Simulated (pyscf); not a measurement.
This saddle point was located with ωB97X-D3(BJ)/def2-SVP in PySCF.

```
C
F 1 1.3235
F 1 1.3235 2 110.14
H 1 1.1010 2 112.11 3 125.57
Cl 1 1.9506 4 105.90 2 -117.72
H 5 1.6452 4 158.19 1 -179.67
```
Charge 0, spin multiplicity 2.

Surface: doublet, charge 0. Lowest wavenumbers (cm⁻¹): 1132i, 239, 270, 324, 373.

Which two sides does it connect, and which bonds change?

F–CH(F)–Cl + H• ⇌ F–CH•–F + HCl, an atom transfer read from left to right: C–Cl broken and Cl–H formed. At CCSD(T)/def2-TZVPP + ΔMP2(QZVPP) it lies +10.8 kcal/mol from the left side and +29.8 kcal/mol from the right (each side as separated species at their lowest minima found). This is the saddle that the search found; another between the same sides may lie lower. The angle at the transferred Cl is 177°. The CCSD(T) − MP2 part came from Ansatz, without density fitting, on the same reference.
